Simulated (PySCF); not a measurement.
Functional dependence of a UV spectrum

C₄H₅F.
SMILES: `C[C@@H]1C=C1F`

Linear-response calculations in the def2-SVPD basis (PySCF; singlets by full response, triplets Tamm–Dancoff, core orbitals frozen in the response; HF means time-dependent Hartree–Fock). 'Strongest' is the level of largest summed f among the singlets computed (10 roots, of which the last may lack a degenerate partner); it can jump between rows when another state enters that window. S1 is the lowest singlet of each run and needn't be the same state throughout; f(S1) is that of one state. Isolated species at its PBE0-D3(BJ)/def2-SVP geometry, gas phase.

```csv
functional,kind,S1 (eV),f(S1),strongest (eV),T1 (eV),HOMO (eV),gap (eV),"ionisation energy, ΔSCF (eV)"
LDA,LDA,6.23,0.031,7.46,4.64,-6.25,5.28,9.68
PBE,GGA,6.18,0.026,7.31,4.48,-6.09,5.38,9.45
B3LYP,"global hybrid, 20% exact exchange",6.48,0.034,6.66,4.49,-7.08,7.15,9.61
PBE0,"global hybrid, 25% exact exchange",6.67,0.047,6.67,4.44,-7.29,7.64,9.57
BHandHLYP,"global hybrid, 50% exact exchange",6.84,0.067,6.84,4.41,-8.37,9.56,9.54
CAM-B3LYP,range-separated hybrid,6.69,0.054,6.69,4.46,-8.65,9.97,9.68
wB97X-D,range-separated hybrid,6.78,0.069,6.78,4.59,-9.14,11.35,9.60
LC-wPBE,range-separated hybrid,6.93,0.079,6.93,4.37,-10.00,12.40,9.73
```

Task: What does HF (Hartree–Fock) give?

Result: S1 (eV) 7.10, f(S1) 0.097, strongest (eV) 7.10, T1 (eV) 4.02, HOMO (eV) -9.96, gap (eV) 12.60, ionisation energy, ΔSCF (eV) not settled. S1 runs from 6.18 eV (PBE) to 7.10 eV (HF), a spread of 0.92 eV, while the orbital gap spreads over 7.3 eV. Along PBE (0%), B3LYP (20%), PBE0 (25%), BHandHLYP (50%), HF (100%) S1 rises with the share of exact exchange. −ε(HOMO) comes closest to its own ΔSCF ionisation energy with LC-wPBE (+0.26 eV) and misses most with LDA (-3.43 eV). 'Not settled' means that the ion's SCF failed to converge or may have ended in another state than the lowest.
